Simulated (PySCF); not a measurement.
Molecule: oxonium ([OH3+], [H$_{3}$O]+).

Geometry:
```
atom   x (Å)   y (Å)   z (Å)
  O1   0.007  -0.003   0.193
  H2  -0.581  -0.735  -0.092
  H3  -0.343   0.880  -0.053
  H4   0.937  -0.133  -0.094
```

Total charge +1.

Geometry PBE0-D3(BJ)/def2-SVP throughout; GIAO in PySCF 2.14.0 with density-fitted response routines, gas phase, one conformer, non-relativistic; equivalent atoms averaged; basis pcSseg-2.

Q: How do the shifts δ (against H2O, TMS at the same level) depend on the functional? (ppm; last column core-seconds on shared hosts with different chips, so compare them loosely)

A: 
| functional | kind | O1 | H2/H3/H4 | core-s |
| --- | --- | --- | --- | --- |
| HF | Hartree–Fock | 17.7 | 8.37 | 0.4 |
| LDA | LDA | 26.7 | 6.94 | 1.1 |
| PBE | GGA | 27.2 | 7.04 | 1.4 |
| BLYP | GGA | 27.5 | 7.16 | 1.4 |
| BP86 | GGA | 26.2 | 7.05 | 1.4 |
| OPBE | GGA | 27.3 | 7.13 | 1.4 |
| KT2 | GGA | 23.7 | 7.18 | 1.4 |
| KT3 | GGA | 25.2 | 7.32 | 1.4 |
| B97-D | GGA | 26.2 | 7.24 | 1.4 |
| B3LYP | global hybrid | 24.8 | 7.44 | 1.1 |
| PBE0 | global hybrid | 24.1 | 7.40 | 1.1 |
| mPW1PW91 | global hybrid | 24.0 | 7.43 | 1.1 |
| WP04 | global hybrid | 21.2 | 7.88 | 1.5 |
| B97-2 | global hybrid | 24.1 | 7.45 | 1.4 |
| BHandHLYP | global hybrid | 21.7 | 7.84 | 1.4 |
| CAM-B3LYP | range-separated hybrid | 24.6 | 7.53 | 1.7 |
| wB97X-D | range-separated hybrid | 23.8 | 7.45 | 1.1 |
| LC-wPBE | range-separated hybrid | 25.1 | 7.45 | 2.3 |

Q: Which nucleus moves most, in ppm?

A: O1 (oxygen bonded to 3 H): from 17.7 ppm with HF to 27.5 ppm with BLYP. The smallest spread is 1.44 ppm, at H2/H3/H4.
